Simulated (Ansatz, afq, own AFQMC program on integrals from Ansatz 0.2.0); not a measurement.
# Atomization energy of CH2Si, singlet

```yaml
atoms:
  - { symbol: Si, position_ang: [0.0000, 0.0000, 0.5957] }
  - { symbol: C, position_ang: [0.0000, 0.0000, -1.1063] }
  - { symbol: H, position_ang: [0.0000, -0.9093, -1.7078] }
  - { symbol: H, position_ang: [0.0000, 0.9093, -1.7078] }
```

Connectivity, by distances: Si–CH2.

Atoms in their ground-state spins without spin–orbit coupling (mostly on UHF) minus the molecule (RHF), without zero-point energy. The geometry is a stationary point, not shown to be a minimum.

Basis cc-pVDZ. Only valence electrons are correlated. AFQMC by an in-house program on the Cholesky factors that Ansatz 0.2.0 writes for its CCSD(T) run. ph-AFQMC/CISD is guided by a CISD state made of CCSD amplitudes; releasing the constraint for a short imaginary time cuts its bias at the price of noise, slowly where states lie close. ± is one standard error of the sampling. The errors of all members are added in quadrature.

No full CI on the walks' own integrals is used here; CCSDT(Q) serves as the reference and is uncertain by about the last step of the cluster series. Each member takes its own surest rung, up to full CI.

The best estimate is CCSD(T) at the basis-set limit (CBS: def2-TZVPP and def2-QZVPP, with their diffuse functions for anions and beside diffuse sets, CCSD(T) itself extrapolated) plus the step from CCSD(T) to CCSDT(Q) in cc-pVDZ. Rows without CBS are in cc-pVDZ, the functionals in def2-TZVP; B2PLYP and the wave-function rows carry a basis error of their own. Core correlation and relativity beyond core potentials are missing, and ± holds the sampling alone.

Cautions: CH₂Si (singlet): restricted determinant unstable towards unrestricted (UHF 43 meV lower, ⟨S²⟩ 0.25); other spins of the molecule weren't checked.

Best estimate: 1324.8 kJ/mol.

| level | atomization energy (kJ/mol) | error against the best estimate (kJ/mol) |
| --- | --- | --- |
| HF | 895.2 | -429.6 |
| MP2 | 1207.0 | -117.8 |
| CCSD | 1178.9 | -146.0 |
| CCSD(T) | 1198.9 | -125.9 |
| CCSDT | 1199.5 | -125.4 |
| CCSDT(Q) | 1201.5 | -123.3 |
| ph-AFQMC/CISD | 1202.0 ± 1.9 | -122.8 ± 1.9 |
| released AFQMC | 1203.1 ± 1.5 | -121.8 ± 1.5 |
| HF/CBS | 933.3 | -391.6 |
| MP2/CBS | 1332.5 | 7.7 |
| CCSD(T)/CBS | 1322.3 | -2.5 |
| PBE | 1341.2 | 16.4 |
| r2SCAN | 1313.8 | -11.0 |
| PBE0 | 1311.2 | -13.6 |
| B3LYP | 1315.1 | -9.8 |
| wB97M-V | 1331.5 | 6.7 |
| B2PLYP | 1304.2 | -20.6 |

Correlation beyond CCSD(T) adds 2.5 kJ/mol. Going to the basis-set limit adds 123.4 kJ/mol at CCSD(T). The perturbative (T) step is worth +20.0 kJ/mol. The functionals spread over 37.0 kJ/mol; wB97M-V and B3LYP come nearest and B2PLYP is 20.6 kJ/mol too low.

Best estimates are given only where the step beyond CCSD(T) is under 0.3 eV and no member's determinant is very poor (T1 over 0.05, or 0.07 for open shells, ⟨S²⟩ too high by 0.3, two states mixed), so the hardest cases are missing from such tables.

The functionals ran in a triple-zeta set and keep a basis error of their own, a few kJ/mol for each bond in atomization energies and more for double hybrids, so close places among them and the extrapolated levels can swap.

CCSDT and higher add their correlation energy to the determinant of the CCSD(T) run, since their own runs factorise the integrals more tightly (a shift of under 2 meV). Each member of a difference takes its own highest rung, so a best estimate needn't equal the limit plus the step of one row. A walk keeps the symmetry of its determinant, which the program's search chose and which needn't be the lowest solution, so a lower state of the same spin and another symmetry isn't excluded. Released energies are given only where the last usable release times agree within the noise; a slower fall can still hide under it.
